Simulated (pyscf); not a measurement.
`[CH3][Ga]([CH3])[SH]` + `[CH4]` -> `[CH3][Ga]([CH3])[CH3]` + `[SH2]`, a four-centre exchange (singlet surface; Ga–S, C–H broken, C–Ga, H–S formed). Structures and frequencies: ωB97X-D3(BJ)/def2-SVP in PySCF. Energies in kJ/mol from the separated reactants.

Small-basis levels: PySCF, no dispersion term, spherical d functions. AM1 to PM7: differences of heats of formation from MOPAC. Cost: rough CPU time at the saddle relative to B3LYP/6-31G*+LANL2DZ, from one job on a shared machine.

| level | barrier | reaction energy | cost |
|---|---|---|---|
| HF/STO-3G | 291.2 | +145.2 | 0.06 |
| HF/3-21G | 247.1 | +142.6 | 0.09 |
| HF/6-31G*+LANL2DZ | 276.8 | +133.1 | 0.1 |
| MP2/6-31G*+LANL2DZ | 210.8 | +134.4 | 0.1 |
| BP86/6-31G*+LANL2DZ | 170.7 | +132.5 | 2 |
| B3LYP/STO-3G | 204.4 | +171.6 | 1 |
| B3LYP/6-31G*+LANL2DZ | 199.4 | +131.8 | 1 |
| B3LYP/def2-SVP | 183.4 | +130.8 | 2 |
| AM1 | 66.1 | +121.6 | under 0.02 |
| PM3 | 25.9 | +62.1 | under 0.02 |
| PM6 | 201.8 | +90.7 | under 0.02 |
| PM7 | 199.9 | +76.2 | under 0.02 |
| ωB97M-D3(BJ)/def2-TZVP | 175.5 | +124.5 | – |

Against the last row the barrier runs from -149.6 (PM3) to +115.7 kJ/mol (HF/STO-3G). At AM1, PM3 this geometry lies under one side, so the entry may be no barrier of that level: it is a single point on another level's saddle. ωB97M-D3(BJ)/def2-TZVP has limits of its own. On the product side the descent ends in an adduct with a Ga–S contact, 47.0 kJ/mol under the separated species and 83.9 kJ/mol under the saddle at ωB97X-D3(BJ)/def2-TZVP. What is counted as broken (Ga–S) persists as a longer contact in the product adduct; parting that adduct is a step of its own. This is the saddle that the search found; another between the same sides may lie lower. In the def2 sets elements up to Kr have no core potential.
